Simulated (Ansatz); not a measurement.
# CClO: the cost of one run

Program: the Python package of Ansatz 0.2.0. Level of theory: PBE/cc-pVDZ. These are calculated values, not measurements.

## Step 1: The system

Bond lengths: O1–C2 1.176 Å, C2–Cl3 1.762 Å. Angles: O1–C2–Cl3 180.0°.

No structure file is read: the coordinates are typed or built in the script.

## Step 2: Script

Contents of opt.py:

```python
import itertools

import ansatz as az
from ase import Atoms
from ase.data import atomic_numbers, covalent_radii
import numpy as np

atoms = Atoms(['O', 'C', 'Cl'], positions=[
    (-1.3698, 0.0657, 0.0),
    (-0.1951, 0.0094, 0.0),
    (1.5649, -0.075, 0.0),
])
molecule = az.Crystal.molecule_from_ase(atoms)

calculation = (
    molecule.calculation()
    .basis(gaussian='cc-pVDZ')
    .functional('pbe')
    .charge(1)
)
symbols = [site.symbol for site in molecule.cartesian_sites]
start = np.array([site.position_ang for site in molecule.cartesian_sites], dtype=float)
data = calculation.relax(force_tolerance=0.005).run().report
end = np.array(data['positions_ang'])

print(f'E = {data["free_energy_ev"]:.6f} eV = {data["free_energy_ev"] / 27.211386246:.7f} Ha')
print('converged:', data['converged'], ' doubts:', data['published_state_doubts'] or 'none')

radius = [covalent_radii[atomic_numbers[s]] for s in symbols]
span = lambda where, i, j: np.linalg.norm(where[i] - where[j])
bonded = [(i, j) for i, j in itertools.combinations(range(len(symbols)), 2) if min(span(start, i, j), span(end, i, j)) < 1.2 * (radius[i] + radius[j])]
print('pair        before    after (A)')
for i, j in bonded:
    print(f'{symbols[i]}{i}-{symbols[j]}{j}'.ljust(10), f'{span(start, i, j):8.4f} {span(end, i, j):8.4f}')

charges = data['charge_distribution']
print('dipole moment', round(4.803205 * float(np.linalg.norm(charges['dipole_moment_e_ang'])), 3), 'D')
print('Mulliken:', [(s, round(q, 3)) for s, q in zip(symbols, charges['mulliken_charges_e'])])
```

## Step 3: Launch

The run is started by

```console
$ python opt.py
```

What time and memory should one allow on 1 thread of AMD EPYC 7R43 (Zen 3), shared host?

About 5.5 s, with a peak of 0.18 GiB.
